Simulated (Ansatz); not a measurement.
Si2⁺, doublet: the ladder up to full CI

Geometry: that of the Si2, singlet, kept fixed.

```tsv
atom	x (Å)	y (Å)	z (Å)
Si	0.0000	0.0000	0.0000
Si	0.0000	0.0000	2.2861
```

Basis 6-31G; Ansatz 0.2.0. Correlated methods freeze the noble-gas cores, which leaves 7 electrons in 16 orbitals. Prefix R: restricted or restricted open-shell reference; prefix U: unrestricted. Active spaces: valence = (7e, 8o) chosen from the atoms' valence shells.

Full CI is exact within this basis and frozen core; it isn't the basis-set limit. The frozen core follows each run's orbitals, which can shift R against U totals by a few meV.

Unrestricted rows (U) aren't spin-pure: their determinants' ⟨S²⟩ exceeds S(S+1) by up to 1.04, so they mix in states of higher spin. HF rows: RHF is the lowest solution found. Coupled cluster chose its determinant by a search with trial CCSD, here up to 0.41 eV above the lowest Hartree–Fock solution of its kind, and MP2 stands on that determinant too. The determinant fills πx and πy unequally, so it is a mixture of Σ and Δ, which weighs on every level built on one determinant.

The UHF ⟨S²⟩ is 1.840. The ⟨S²⟩ of the determinant under UCCSD is 1.787 and the T1 diagnostic (RCCSD) is 0.0244. The largest doubles amplitude (RCCSD) is 0.231. The T1 diagnostic (UCCSD) is 0.0203.

| level | E − E(full CI) (meV) | share of correlation (%) | wall time |
| --- | --- | --- | --- |
| RHF† | 2733 | – | – |
| RMP2 | 846 | 73.09 | – |
| UMP2 | 506 | 83.91 | – |
| RCCSD | 211 | 93.28 | – |
| UCCSD* | -285 | 109.06 | – |
| RCCSD(T) | 125 | 96.04 | 2.5 s |
| UCCSD(T)* | -483 | 115.35 | 4.2 s |
| BCCD(T) | 124 | 96.05 | 2.2 s |
| RCCSDT* | 68 | 97.85 | – |
| UCCSDT* | 40 | 98.73 | – |
| RCCSDT(Q)* | 22 | 99.30 | 5 s |
| UCCSDT(Q)* | -9 | 100.29 | 9 s |
| RCCSDTQ* | 4 | 99.87 | 20 s |
| UCCSDTQ* | 1 | 99.96 | 36 s |
| CASSCF (valence space) | 539 | 82.86 | – |
| NEVPT2 (valence space) | 154 | 95.10 | 2.6 s |
| MRCISD (valence space) | 9 | 99.71 | – |
| MRCISD+Q (valence space) | -1 | 100.03 | 3.9 s |

An asterisk marks runs whose energy the program itself flagged as in doubt. A dagger marks rows that describe another state than the reference (another or a broken symmetry, a higher spin or other natural occupations), so the difference holds a gap between states beside the method's error.

The correlation energy at full CI, counted from the determinant under the R cluster runs, is -3.146 eV. That run took 19 s on 1 thread of Intel Xeon Platinum 8375C, shared host over 127,184 determinants.

Run but not shown, since their state, orbitals or frozen core can't be matched to the reference's or they repeat it: UHF, CISD, CISDTQ.

Times hold each run's SCF and search for its determinant on a shared host, so for small cases they say little of a method's own cost; they ran on 1 thread of Intel Xeon Platinum 8375C. Some runs computed forces too.

More than 5 meV below full CI, which no variational method can be: UCCSD, UCCSD(T), UCCSDT(Q).

The full-CI state has the irrep Ag of D2h, in the program's axes (one component, if the state is degenerate).

Natural occupations of full CI about the gap: 1.967 1.903 1.003 0.954 0.924 0.094 0.092 0.037 0.006 0.004; effectively unpaired electrons, Σ n²(2−n)², 3.09. No single determinant describes this state well, so single-reference rows can miss without a flag.
